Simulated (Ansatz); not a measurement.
# BH₂O (doublet): wave-function methods side by side at distance O2–H4 = 1.332 Å, cc-pVDZ

Aim: climb from Hartree-Fock through coupled cluster and multireference methods for BH₂O (doublet) at one geometry and basis, and see what each rung misses.

Method: cc-pVDZ, core rule «outside noble gas», up to 2 orbitals frozen; program: Ansatz 0.2.0, Gaussian basis.

Plan: UHF; CCSD(T) on ROHF; CCSD(T) on UHF; BCCD(T) on ROHF; CISD; CCSDT(Q) on ROHF; CCSDT(Q) on UHF; CASSCF and MRCISD+Q, 3 electrons in 3 orbitals; CASSCF and NEVPT2, 3 electrons in 3 orbitals.

39 further runs of the same task are left out: 12 for a known fault of the program, 3 for a mislabelled method, 19 that didn't finish, 5 set aside as unsound or not needed.

### Step 1. The geometry

The geometry derives from a PBE0/def2-TZVP stationary point (not a proven minimum). One bond is set to the value named and the two fragments are kept rigid.

4 atoms, charge 0, spin multiplicity 2.

Atoms are counted from 1 here; the program's logs count them from 0.

Bond lengths: B1–O2 1.333 Å, B1–H3 1.201 Å. Angles: O2–B1–H3 121.0°.

### Step 2. UHF

File in.yaml:

```yaml
crystal:
  periodic: [false, false, false]
  atoms:
    - {symbol: B, position_ang: [0.000000, -0.228831, 0.750249]}
    - {symbol: O, position_ang: [0.000000, 0.170329, -0.521639]}
    - {symbol: H, position_ang: [0.000000, 0.568570, 1.647896]}
    - {symbol: H, position_ang: [0.000000, -0.817863, -1.414780]}
basis:
  gaussian: {orbitals: cc-pVDZ}
magnetization: {spin_polarized: true, initial_magnetization: 1}
hamiltonian: {xc: hf}
output: {orbitals: {seedname: orbitals}}
```

Started as:

```sh
$ ansatz run in.yaml --threads 1 --pin off --events-out ev --progress --plain --max-ram 2393MiB
```

Further steps of the session: CCSD(T) on ROHF; CCSD(T) on UHF; BCCD(T) on ROHF; CISD; CCSDT(Q) on ROHF; CCSDT(Q) on UHF; CASSCF and MRCISD+Q, 3 electrons in 3 orbitals; CASSCF and NEVPT2, 3 electrons in 3 orbitals.

Q: Predict the results of all the runs planned. Wanted: UCCSDT(Q) below the RHF energy; RMP2 from UCCSDT(Q); UMP2 from UCCSDT(Q); RCCSD from UCCSDT(Q); RCCSD(T) from UCCSDT(Q); UCCSD(T) from UCCSDT(Q); RCCSDT(Q) from UCCSDT(Q); NEVPT2 pair from UCCSDT(Q); MRCISD+Q pair from UCCSDT(Q).

**Answer**, as computed:

| quantity | value |
| --- | --- |
| UCCSDT(Q) below the RHF energy | -8.1448 eV |
| RMP2 from UCCSDT(Q) | +769.6 meV |
| UMP2 from UCCSDT(Q) | +857.1 meV |
| RCCSD from UCCSDT(Q) | +276.0 meV |
| RCCSD(T) from UCCSDT(Q) | +48.8 meV |
| UCCSD(T) from UCCSDT(Q) | +49.1 meV |
| RCCSDT(Q) from UCCSDT(Q) | +2.9 meV |
| NEVPT2 pair from UCCSDT(Q) | +717.7 meV |
| MRCISD+Q pair from UCCSDT(Q) | +146.9 meV |
| levels within 1 kcal/mol (43 meV) | RCCSDT, UCCSDT, RCCSDT(Q) |
| T1 diagnostic | 0.027 |

**Reading.** RCCSD(T) lands +48.8 meV from the yardstick (0.6 % of the correlation energy). Of the multireference levels listed MRCISD+Q pair comes nearest in total energy (+146.9 meV), which doesn't show that its space is the better one. These misses are within one basis, not against nature; the frozen cores of restricted and unrestricted runs differ, which can shift their rows.
